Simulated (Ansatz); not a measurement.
Results of rVV10 (plane waves, PAW; Ansatz, an electronic-structure program) for bcc Rb.

Output (set-up and result lines):

```
Crystal: 1 atoms, lattice volume = 76.995 Å³
Basis set: ecut = 520 eV, 2093 PW (Γ), exchange–correlation on 72×72×72 points (8 copies of the dense FFT grid, shifted against one another)
Bands: 9, of which v1, the nominal top of the filled ones, is band 5 counted from 1 (4 counted from 0)
Symmetry: 48 space group operations
Space group: Im-3m (ITA 229), of the structure as read, at distance tolerance 4.3e-5 Å
k-points: 104 of 2744
Functional: x = rpw86, c = pbe(β = 0.06672455060314922) + rvv10(b = 6.3, C = 0.0093)
SCF iter   1: F=—  HF=-3300.139322 eV  |F-HF|=—  |Δ(HF+E_count)|=         —  Δρ=1.84e-3  dr2=2.90e-3
SCF iter   2: F=—  HF=-3300.139434 eV  |F-HF|=—  |Δ(HF+E_count)|=   1.12e-4  Δρ=1.00e-3  dr2=8.78e-4
  ...
SCF iter   7: F=—  HF=-3300.139413 eV  |F-HF|=—  |Δ(HF+E_count)|=   1.66e-8  Δρ=6.71e-7  dr2=4.71e-10
SCF iter   8: F=-3300.139413 eV  HF=-3300.139413 eV  |F-HF|=1.27e-11  |Δ(HF+E_count)|=  6.63e-10  Δρ=1.18e-7  dr2=1.65e-11
SCF 1 converged in 8 iterations: F = -3300.139413 eV  dr2 = 1.65e-11
SCF converged after 8 iterations
Free energy (F): -3300.139413 eV
Internal energy: -3300.131656 eV  (E = F + TS)
E sigma→0 (E₀):  -3300.135535 eV
Fermi energy:    2.577844 eV
--- Stress (GPa, compression-positive) ---
        0.232378      -0.000000       0.000000
       -0.000000       0.232378       0.000000
       -0.000000       0.000000       0.232378
  P = ⅓ Tr σ = 0.2324 GPa (2.324 kbar)
```

Q: Write an input file that could have produced this run (the log leaves some choices open).

A: This is not unique; one that fits is 
Ansatz 0.2 input:
```yaml
crystal:
  lattice:
    - [-2.6799969727, 2.6799969727, 2.6799969727]
    - [2.6799969727, -2.6799969727, 2.6799969727]
    - [2.6799969727, 2.6799969727, -2.6799969727]
  atoms:
    - { symbol: Rb, position: [0.0, 0.0, 0.0] }
basis:
  ecutwfc: 520
  ecutrho_ratio: 4
  xc_grid: 2
kpoints:
  mp_grid: { grid: [14, 14, 14] }
hamiltonian:
  xc: { exchange: rpw86, correlation: pbe }
  dispersion: rvv10
  pseudopotentials: { kind: paw }
scf:
  occupations: { method: fermi_dirac, width: 0.05 }
  convergence: { dr2_threshold: 0.0000000001 }
output:
  forces: false
  stress: true
  eigenvalues: true
```

The cell is one volume of an energy–volume scan, off the minimum.

The PAW data were made under PBE.

The result took about 6 core-seconds (a rough figure).
